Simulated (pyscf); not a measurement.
Thermochemistry of product channels of `[Cl][GeH]([Cl])[Cl]` + `[OH2]` on the singlet surface, in kcal/mol, from ωB97M-D3(BJ)/def2-TZVP energies (ideal gas, 1 atm, RRHO with modes under 100 cm⁻¹ raised to 100, one conformer, R ln 2 for chiral ones without a mode under 150 cm⁻¹). PySCF, gas phase, ωB97X-D3(BJ)/def2-SVP geometries.

| products | ΔE | ΔH(298 K) | ΔG(900 K) | ΔG(1200 K) |
|---|---|---|---|---|
| `[ClH]` + `[OH][GeH]([Cl])[Cl]` | [?] | +4.7 | +3.2 | +2.3 |
| `[OH][Ge]([Cl])([Cl])[Cl]` + `[H][H]` | [?] | -6.6 | -4.7 | -4.9 |

Question: Complete the blanks.

Answer: 
- `[ClH]` + `[OH][GeH]([Cl])[Cl]`, ΔE: +6.2
- `[OH][Ge]([Cl])([Cl])[Cl]` + `[H][H]`, ΔE: -3.6

These are energies of the channels, which say nothing of barriers. Elements up to Kr have no core potential and no relativistic terms here.
